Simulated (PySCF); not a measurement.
# H7S2Si: the cost of one run

Computed with PySCF 2.14.0; each step states its level. No surroundings beyond the atoms listed, unless a continuum is named. Atoms count from 0, parts from 1.

## (1) The system as given

10 atoms, charge -1, multiplicity 1; geometry: GFN2-xTB, MD frame. Parts: 1 = atoms 0–3, `[SiH3-]`, charge -1; 2 = atoms 4–6, `S`, charge 0; 3 = atoms 7–9, `S`, charge 0. In the given geometry Si0 and S4 of different parts are bonded (2.02 Å), so values for the parts refer to these atom groups.

## (2) TDDFT and polarisability: 500 fs

What the job is given:

```
{"job": {"kind": "uv", "xc": "CAM-B3LYP", "basis": "def2-SVP", "nstates": 4, "ntriplets": 0}, "charge": -1, "multiplicity": 1, "parts": [{"atoms": "0-3", "charge": -1, "multiplicity": 1}, {"atoms": "4-6", "charge": 0, "multiplicity": 1}, {"atoms": "7-9", "charge": 0, "multiplicity": 1}]}
Si    -0.608314     0.394272     1.712439
H      0.732299    -0.139430     1.692422
H     -0.203949     1.839990     1.611502
H     -1.226352     0.263949     3.071602
S     -2.024455    -0.272734     0.436271
H      0.214251     1.085215    -4.471315
H      0.503142     0.376861    -4.592381
S      0.431861    -2.413020    -0.694540
H     -0.461937    -3.046518     0.153177
H     -0.474002    -1.233585    -0.706620
```

With the program's defaults for keys left out, this is: TDDFT CAM-B3LYP/def2-SVP, vertical, gas phase, core orbitals frozen in the response.

The run is started by

```sh
OMP_NUM_THREADS=1 python cluster_run.py task.json out
```

One launch serves the whole session: the jobs run in the order shown.

Q: Estimate the wall time and peak memory of this first job on 1 thread of Arm Neoverse V2, shared host.

About 4.4 s, with a peak of 0.44 GiB.
